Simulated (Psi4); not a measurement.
# [HO2]− (hydroperoxide(1-)): MP3/def2-TZVPPD

Aim: the vertical ionisation energy of [HO2]− (hydroperoxide(1-)) at MP3/def2-TZVPPD, from 2 runs. 

The results are computed with Psi4 1.11.

2 further runs of the same task are left out: 2 set aside as unsound or not needed.

**1. The structure to begin with**

[HO2]− has 3 atoms, charge -1, and is taken as a singlet. As SMILES, `[O-]O`. Geometry: relaxed at PBE0-D4/def2-TZVPD.

Bond lengths: O1–O2 1.479 Å, O2–H3 0.961 Å. Angles: O1–O2–H3 100.1°.

**2. A single-point energy at MP3/def2-TZVPPD**

ho2.py reads:

```python
import psi4

psi4.set_memory('2200 MB')
psi4.set_num_threads(1)
psi4.core.set_output_file('output.dat', False)

mol = psi4.geometry("""
-1 1
O
O 1 1.479374
H 2 0.960735 1 100.13206
symmetry c1
""")

options = {'basis': 'def2-TZVPPD', 'puream': True, 'e_convergence': 1e-09, 'd_convergence': 1e-08, 'scf_type': 'pk', 'num_frozen_docc': 2, 'mp_type': 'conv'}
psi4.set_options(options)

result = psi4.energy("mp3")
print(f'mp3 energy: {result:.10f} Eh')
```

Run with:

```console
python ho2.py
```

output.dat (excerpt; [...] marks lines left out):

```text
[...]
  Running in c1 symmetry.
[...]
  Nuclear repulsion =   29.527073894341395
[...]
  Multiplicity = 1
[...]
  Nalpha       = 9
  Nbeta        = 9
[...]
    Number of basis functions: 97
[...]
   @RHF iter   1:  -150.11165224144875   -9.91834e-01   4.98754e-03 ADIIS/DIIS
[...]
   @RHF iter  13:  -150.22495465836761   -8.12861e-12   5.88973e-09 DIIS
[...]
    Orbital Energies [Eh]
    ---------------------
    Doubly Occupied:
       1A    -20.317863     2A    -20.250108     3A     -1.110847
       4A     -0.820197     5A     -0.393362     6A     -0.290472
       7A     -0.258978     8A     -0.136492     9A     -0.109500
[...]
  @RHF Final Energy:  -150.22495465836761
   => Energetics <=
    Nuclear Repulsion Energy =             29.5270738943413953
    One-Electron Energy =                -272.1284169118561636
    Two-Electron Energy =                  92.3763883591471853
    Total Energy =                       -150.2249546583676079
[...]
 Multipole Moments:
 ------------------------------------------------------------------------------------
     Multipole            Electronic (a.u.)      Nuclear  (a.u.)        Total (a.u.)
 ------------------------------------------------------------------------------------
 L = 1.  Multiply by 2.5417464519 to convert [e a0] to [Debye]
 Dipole X            :         -0.2658530            0.8592570            0.5934040
 Dipole Y            :          0.0913985           -0.8255909           -0.7341924
 Dipole Z            :          0.0000000            0.0000000            0.0000000
 Magnitude           :                                                    0.9440163
[...]
	SCS-MP2 Total Energy (a.u.)        :  -150.72215576418779
	SOS-MP2 Total Energy (a.u.)        :  -150.71679777979912
[...]
	SOS-PI-MP2 Total Energy (a.u.)     :  -150.75463186606308
[...]
	MP2 Total Energy (a.u.)            :  -150.73287173296518
[...]
	SCS-MP3 Total Energy (a.u.)        :  -150.72072893236958
[...]
	MP3 Total Energy (a.u.)            :  -150.72716440569241
[...]
```

Standard output:

```text
mp3 energy: -150.7271644057 Eh
```

Run time: 25 s. Hardware: 1 thread of Intel Xeon at 2.50GHz (Skylake/Cascade Lake), shared host; peak memory 1.1 GiB.

**3. Doublet neutral HO2, same level**

ho2_ase.py reads:

```python
import numpy as np
from ase.calculators.psi4 import Psi4
from ase import Atoms

atoms = Atoms(['O', 'O', 'H'], positions=[
    [-0.357760, 1.025590, -0.080830],
    [-0.242260, -0.445880, -0.180750],
    [0.600030, -0.579720, 0.261570],
])
calc = Psi4(atoms=atoms, method='mp3', basis='def2-TZVPPD', memory='2200MB', num_threads=1, charge=0, multiplicity=2, label='ho2', reference='uhf')
calc.psi4.set_options({'puream': True, 'e_convergence': 1e-09, 'd_convergence': 1e-08, 'scf_type': 'pk', 'num_frozen_docc': 2, 'maxiter': 100, 'mp_type': 'conv'})
atoms.calc = calc

print(f'energy: {atoms.get_potential_energy():.6f} eV')
```

Run with:

```console
python ho2_ase.py
```

ho2.dat (excerpt; [...] marks lines left out):

```text
[...]
  Running in c1 symmetry.
[...]
  Nuclear repulsion =   29.527067200135448
[...]
  Multiplicity = 2
[...]
  Nalpha       = 9
  Nbeta        = 8
[...]
    Number of basis functions: 97
[...]
   @UHF iter   1:  -150.15815185523508   -1.03833e+00   2.93175e-03 ADIIS/DIIS
[...]
   @UHF iter  21:  -150.22910082497853   -1.04308e-11   5.81900e-09 DIIS
[...]
   @S^2 Observed:                8.559102751E-01
[...]
  @UHF Final Energy:  -150.22910082497853
   => Energetics <=
    Nuclear Repulsion Energy =             29.5270672001354484
    One-Electron Energy =                -265.8752745460272990
    Two-Electron Energy =                  86.1191065209133484
    Total Energy =                       -150.2291008249785023
  UHF NO Occupations:
  HONO-2 :    7  A 1.9984488
  HONO-1 :    8  A 1.9493383
[...]
 Multipole Moments:
 ------------------------------------------------------------------------------------
     Multipole            Electronic (a.u.)      Nuclear  (a.u.)        Total (a.u.)
 ------------------------------------------------------------------------------------
 L = 1.  Multiply by 2.5417464519 to convert [e a0] to [Debye]
 Dipole X            :         -0.2025290            0.8177255            0.6151964
 Dipole Y            :          0.5707043           -0.7900467           -0.2193423
 Dipole Z            :         -0.0468478            0.3564761            0.3096284
 Magnitude           :                                                    0.7228053
[...]
	SCS-MP2 Total Energy (a.u.)        :  -150.65673344299245
	SOS-MP2 Total Energy (a.u.)        :  -150.65291375663921
[...]
	SOS-PI-MP2 Total Energy (a.u.)     :  -150.68551475138236
[...]
	MP2 Total Energy (a.u.)            :  -150.66437281569890
[...]
	SCS-MP3 Total Energy (a.u.)        :  -150.65943684131423
[...]
	MP3 Total Energy (a.u.)            :  -150.67518640898598
[...]
```

On the terminal:

```text
energy: -4100.080662 eV
```

It took 45 s on 1 thread of Intel Xeon at 2.50GHz (Skylake/Cascade Lake), shared host; peak memory 1.2 GiB.

**4. Results**

At MP3/def2-TZVPPD, 2 core orbitals frozen:

```
                                                                       quantity          value
                                                   singlet [HO2]−: total energy  -150.72716 Eh
                            singlet [HO2]−: HOMO energy (Hartree–Fock orbitals)       -2.98 eV
                            singlet [HO2]−: LUMO energy (Hartree–Fock orbitals)        6.27 eV
          singlet [HO2]−: HOMO–LUMO gap (to an unbound level, set by the basis)        9.25 eV
                    singlet [HO2]−: correlation energy (2 core orbitals frozen)     -502.2 mEh
                                              doublet neutral HO2: total energy  -150.67519 Eh
doublet neutral HO2: HOMO energy (Hartree–Fock orbitals) (highest over α and β)      -13.93 eV
 doublet neutral HO2: LUMO energy (Hartree–Fock orbitals) (lowest over α and β)        1.87 eV
               doublet neutral HO2: correlation energy (2 core orbitals frozen)     -446.1 mEh
                         doublet neutral HO2: ⟨S²⟩ of the reference determinant          0.856
                            vertical detachment energy (to the doublet neutral)       1.414 eV
```

What this shows: Removing an electron at fixed nuclei costs 1.41 eV (33 kcal/mol). ⟨S²⟩ (doublet neutral HO2) is 0.86 where a pure doublet has 0.75: the reference is spin-contaminated.
